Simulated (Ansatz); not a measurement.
A nudged elastic band was laid between two geometries of C2H4NO (8 atoms, charge -1, multiplicity 1).

These are results of Ansatz 0.2.0, UKS PBE0-D4/def2-SVP, not measurements.

| Item | Value |
| --- | --- |
| movable images | 9 |
| climbing image | yes |
| spring | 5.0 eV/Å² |
| optimiser | quadratic models (default) |
| start path | through a guess of the saddle point |
| force threshold | 0.05 eV/Å |
| iteration limit | 60 |
| end points | relaxed |

First end point:

```xyz
8
Properties=species:S:1:pos:R:3
C 0.254 0.914 -0.416
O 0.419 -0.440 -0.594
C -0.301 -1.264 0.502
N -0.951 -0.848 1.435
H -0.240 1.404 -1.289
H 1.221 1.449 -0.260
H -0.383 1.073 0.486
H -0.018 -2.287 0.137
```

Last end point:

```xyz
8
Properties=species:S:1:pos:R:3
C 0.451 1.464 -0.433
O 0.331 0.047 -0.993
C -0.647 -1.496 0.928
N -1.077 -2.231 1.718
H -0.280 0.175 -1.719
H 1.522 1.477 -0.098
H -0.084 1.381 0.558
H -0.215 -0.816 0.041
```

(1) What changes between the two ends?

(2) Give the energies along the band, and the barrier.

(3) What is the geometry of the highest image?

Answers

(1) Bonds broken: C1–H5, O2–C3. Bonds formed: O2–H5. C2H4NO becomes CH3O + HCN (or HNC).

(2) It converged. The highest image is number 5 of 0 to 10, 3.18 eV above the first end and 1.54 eV above the last; the last end lies 1.64 eV above the first. Neighbouring images differ by up to 1.4 eV, so the band resolves the path poorly. A vibrational analysis at the climbing image gives one clearly imaginary mode, 1341i cm⁻¹: a first-order saddle point. The orbitals stay closed-shell, which can raise the energy where a bond breaks towards radicals; this wasn't checked here. Limits of this set-up: an anion without diffuse functions, the dipole of an ion depends on the origin.

```csv
image,path coordinate (Å),energy (eV),C1–H5 (Å),O2–C3 (Å),O2–H5 (Å)
0,0.00,0.00,1.12,1.55,2.08
1,0.29,0.03,1.12,1.55,2.05
2,0.59,0.20,1.11,1.56,1.94
3,0.88,1.05,1.10,1.66,1.68
4,1.17,2.49,1.16,1.84,1.39
5,1.46,3.18,1.33,2.03,1.10
6,2.01,2.62,1.82,2.35,0.95
7,2.55,2.37,1.91,2.62,0.96
8,3.08,1.99,1.93,2.66,0.96
9,3.61,1.68,1.95,2.66,0.96
10,4.15,1.64,1.96,2.65,0.96
```

(3) 
```xyz
8
Properties=species:S:1:pos:R:3
C 0.198 1.312 -0.389
O 0.322 -0.167 -0.803
C -0.326 -1.450 0.628
N -0.713 -1.057 1.665
H -0.134 0.589 -1.453
H 1.202 1.662 -0.057
H -0.467 1.334 0.502
H -0.082 -2.222 -0.093
```

Time of the run: 11 min on 2 threads of Arm Neoverse V1, on a shared host, peak memory 0.22 GiB.
